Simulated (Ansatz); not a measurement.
# BSiN (triplet): from Hartree-Fock to the top rungs at a displaced geometry (v2), cc-pVDZ

One table from this session's results is given with a row withheld; the runs are named, their logs left out.

Method: cc-pVDZ, core rule «outside noble gas», up to 7 orbitals frozen; program: Ansatz 0.2.0, Gaussian basis.

The runs, in order: UHF; CCSD(T) on ROHF; CCSD(T) on UHF; BCCD(T) on ROHF; CISD as a restricted active space (open shells left free, so some higher excitations enter); CCSDT(Q) on ROHF; CCSDT(Q) on UHF.

31 further runs of the same task are left out: 6 for a known fault of the program, 11 that didn't finish, 14 set aside as unsound or not needed. Runs told in other sessions of the task aren't counted.

## The system

The geometry is a PBE0/def2-TZVP stationary point (not a proven minimum) with its atoms shifted at random (size 0.100 Å).

3 atoms, charge 0, spin multiplicity 3.

Atoms are counted from 1 here; the program's logs count them from 0.

Bond lengths: B1–N2 1.297 Å, N2–Si3 1.668 Å. Angles: B1–N2–Si3 170.0°.

The first run:

Contents of in.yaml:

```yaml
crystal:
  periodic: [false, false, false]
  atoms:
    - {symbol: B, position_ang: [0.084376, 0.005225, -1.412769]}
    - {symbol: N, position_ang: [-0.080498, 0.013599, -0.126675]}
    - {symbol: Si, position_ang: [-0.003878, -0.018825, 1.539444]}
basis:
  gaussian: {orbitals: cc-pVDZ}
magnetization: {spin_polarized: true, initial_magnetization: 2}
hamiltonian: {xc: hf}
output: {orbitals: {seedname: orbitals}}
```

Command:

```console
$ ansatz run in.yaml --threads 1 --pin off --events-out ev --progress --plain --max-ram 2393MiB
```

Among the steps run: UHF; CCSD(T) on ROHF; CCSD(T) on UHF; BCCD(T) on ROHF; CISD as a restricted active space (open shells left free, so some higher excitations enter); CCSDT(Q) on ROHF; CCSDT(Q) on UHF.

One of the session's tables, all rows but one given; the rest of the session is left out.

| method | from UCCSDT(Q) (meV) |
| --- | --- |
| ROHF | +8681.0 |
| UHF | +8312.2 |
| RMP2 | +1040.0 |
| UMP2 | +1173.5 |
| CISD | +1265.8 |
| RCCSD | +448.8 |
| UCCSD | +434.7 |
| RCCSD(T) | +68.3 |
| UCCSD(T) | +81.9 |
| BCCD(T) | +72.3 |
| RCCSDT | ? |
| UCCSDT | +38.9 |
| RCCSDT(Q) | +6.1 |
| UCCSDT(Q) | 0 |

Q: Estimate the row for RCCSDT from the others.

As computed: from UCCSDT(Q) (meV): +39.5. In the column «from UCCSDT(Q) (meV)» it lies between UCCSDT (+38.9) and RCCSD(T) (+68.3).

Limits of these values: Restricted and unrestricted rows rest on different reference determinants; a gap between their highest levels can come from leftover correlation error, from unlike frozen cores or from another state.
